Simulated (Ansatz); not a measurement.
ethylene (SMILES C=C) moved off its minimum; all values from Ansatz (a quantum-chemistry and plane-wave program), cores frozen in correlated methods.
(charge 0, multiplicity 1)
```xyz
6

C     -0.77259     0.03324    -0.07202
C      0.63994     0.09685    -0.07805
H     -1.29141     0.94054     0.08420
H     -1.36123    -0.91666    -0.09568
H      1.33353    -0.81084    -0.20006
H      1.26674     1.14381     0.07359
```

Q: Give the forces (eV/Å), the total energy and the dipole at CCSD(T)/aug-cc-pVTZ.

A: 
```json
[
 {"atom": "C1", "Fx": "3.537", "Fy": "-1.110", "Fz": "0.222"},
 {"atom": "C2", "Fx": "-0.313", "Fy": "0.830", "Fz": "0.210"},
 {"atom": "H3", "Fx": "-0.662", "Fy": "0.784", "Fz": "0.058"},
 {"atom": "H4", "Fx": "0.805", "Fy": "0.872", "Fz": "-0.183"},
 {"atom": "H5", "Fx": "-1.360", "Fy": "1.337", "Fz": "0.189"},
 {"atom": "H6", "Fx": "-2.007", "Fy": "-2.714", "Fz": "-0.495"}
]
```
Energy -78.4226 hartree, dipole 0.11 D.

Doubts at one or more of the structures used: a restricted determinant that unrestricted orbitals would lower (CCSD(T)/aug-cc-pVTZ).
